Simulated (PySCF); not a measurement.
## How exact exchange moves a shielding

Molecule: SMILES CP(C)(=O)O, C2H7O2P.

Molfile (atoms numbered from 1):
```
C2H7O2P
     RDKit          3D

 12 11  0  0  0  0  0  0  0  0999 V2000
    0.6214   -0.1528   -1.4167 C   0  0  0  0  0  0  0  0  0  0  0  0
    0.4220    0.1873    0.3442 P   0  0  0  0  0  5  0  0  0  0  0  0
   -1.0560   -0.6991    0.8838 C   0  0  0  0  0  0  0  0  0  0  0  0
    1.6358   -0.0458    1.1748 O   0  0  0  0  0  0  0  0  0  0  0  0
   -0.0715    1.7475    0.3490 O   0  0  0  0  0  0  0  0  0  0  0  0
   -0.2700    0.1430   -1.9874 H   0  0  0  0  0  0  0  0  0  0  0  0
    1.4905    0.4178   -1.7736 H   0  0  0  0  0  0  0  0  0  0  0  0
    0.8197   -1.2245   -1.5623 H   0  0  0  0  0  0  0  0  0  0  0  0
   -1.2306   -0.4507    1.9405 H   0  0  0  0  0  0  0  0  0  0  0  0
   -1.9353   -0.4077    0.2920 H   0  0  0  0  0  0  0  0  0  0  0  0
   -0.8892   -1.7824    0.7998 H   0  0  0  0  0  0  0  0  0  0  0  0
    0.5032    2.2437    0.9468 H   0  0  0  0  0  0  0  0  0  0  0  0
  1  2  1  0
  2  3  1  0
  2  4  2  0
  2  5  1  0
  1  6  1  0
  1  7  1  0
  1  8  1  0
  3  9  1  0
  3 10  1  0
  3 11  1  0
  5 12  1  0
M  END
```

GIAO shieldings (ppm, equivalent atoms averaged) in PySCF 2.14 on the PBE0-D3(BJ)/def2-SVP geometry, basis pcSseg-2, gas phase, non-relativistic:

| functional | exact exchange (%) | σ(C1/C3) | σ(P2) | σ(O4) | σ(O5) |
| --- | --- | --- | --- | --- | --- |
| BLYP | 0 | 155.6 | 227.8 | 154.5 | 197.3 |
| BP86 | 0 | 159.6 | 239.6 | 156.1 | 199.3 |
| PBE | 0 | 160.0 | 242.4 | 155.3 | 199.0 |
| PBE0 | 25 | 165.2 | 256.5 | 171.7 | 211.4 |
| mPW1PW91 | 25 | 164.6 | 254.3 | 172.3 | 211.8 |
| HF | 100 | 174.9 | 300.0 | 215.2 | 241.3 |

Question: Fit each shielding as a line in the percentage of exact exchange.

Answer: σ(C1/C3) = 159.2 + 0.17 x (rms 1.8 ppm); σ(P2) = 237.6 + 0.63 x (rms 4.7 ppm); σ(O4) = 155.9 + 0.60 x (rms 1.0 ppm); σ(O5) = 199.3 + 0.43 x (rms 1.3 ppm). The functionals also differ in their semilocal parts, which the line can't hold; Hartree–Fock has no correlation at all.

Question: What does the line predict for B3LYP (20 %), and what does the run give?

Answer: σ(C1/C3): 162.6 predicted, 160.1 computed; σ(P2): 250.2 predicted, 239.4 computed; σ(O4): 167.9 predicted, 167.3 computed; σ(O5): 207.9 predicted, 207.1 computed ppm.
